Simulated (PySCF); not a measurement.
Species: C₃H₇NS.
SMILES: `C/N=C/CS`

Torsions of this conformer, `[CH3:1]/[N:2]=[CH:3]/[CH2:4][SH:5]`: N2–C3–C4–S5 115°, H–S5–C4–C3 -63°.

The closed-shell ground state was solved at several levels (PySCF, density fitting, gas phase, non-relativistic). One conformer (not necessarily the lowest) at the PBE0-D3(BJ)/def2-SVP geometry, without solvent, vibrations or thermal averaging.

```csv
level,basis functions,total energy (Eh),HOMO (eV),LUMO (eV),gap (eV),dipole (D)
CAM-B3LYP/pcSseg-2,285,-571.4567,-8.41,0.66,9.07,1.34
PBE0/pcSseg-1,127,-571.0627,-7.02,-0.36,6.66,1.42
```

(1) Estimate the row for CAM-B3LYP/def2-SVPD, a basis of 163 functions; the other rows only guide the guess.

(2) Over all these levels, which gives the widest orbital gap and which the narrowest?

(3) How far do the dipole and the HOMO energy spread over the levels?

## Answers

(1) Total energy -571.1273 Eh, HOMO -8.42 eV, LUMO 0.57 eV, gap 8.99 eV, dipole 1.36 D.

(2) CAM-B3LYP/pcSseg-2 (range-separated hybrid) has the widest, 9.07 eV, and PBE0/pcSseg-1 (global hybrid, 25 % exact exchange) the narrowest, 6.66 eV. Functional and basis both differ between the two, so the spread mixes both effects.

(3) The dipole runs from 1.34 to 1.42 D (mean 1.37 D) and the HOMO from -8.42 to -7.02 eV.
